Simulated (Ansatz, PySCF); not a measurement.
This PySCF input computes a SVWN5/def2-TZVPD energy:

```python
from pyscf import gto, scf, dft

mol = gto.M(
    atom='''
    Li   -0.00000000   -0.00000000   -1.36098014
    Li    0.00000000    0.00000000    1.36098014
    ''',
    basis='def2-tzvpd',
    charge=0,
    spin=0,
    verbose=4,
)

mf = dft.RKS(mol, xc='svwn').density_fit(auxbasis='def2-universal-jkfit')
mf.grids.level = 3
mf.conv_tol = 1e-9
mf.max_cycle = 100
mf.max_memory = 1500
mf.kernel()
if not mf.converged:
    mf = mf.newton()
    mf.kernel(mf.make_rdm1())
mf.analyze()
```

**Question.** Write an input for the same energy in Ansatz (a program for electronic structure) and say what it gives.

**Answer.** 
Ansatz 0.2 input:
```yaml
crystal:
  periodic: [false, false, false]
  atoms:
    - {symbol: Li, position_ang: [-0.00000000, -0.00000000, -1.36098014]}
    - {symbol: Li, position_ang: [0.00000000, 0.00000000, 1.36098014]}
basis:
  gaussian:
    orbitals: def2-TZVPD
hamiltonian:
  xc: {name: SVWN5}
output: {forces: true}
```
It gives -14.72468 Eh, and PySCF -14.72470 Eh, a difference of 0.02 mEh, from the treatment of integrals and grids.
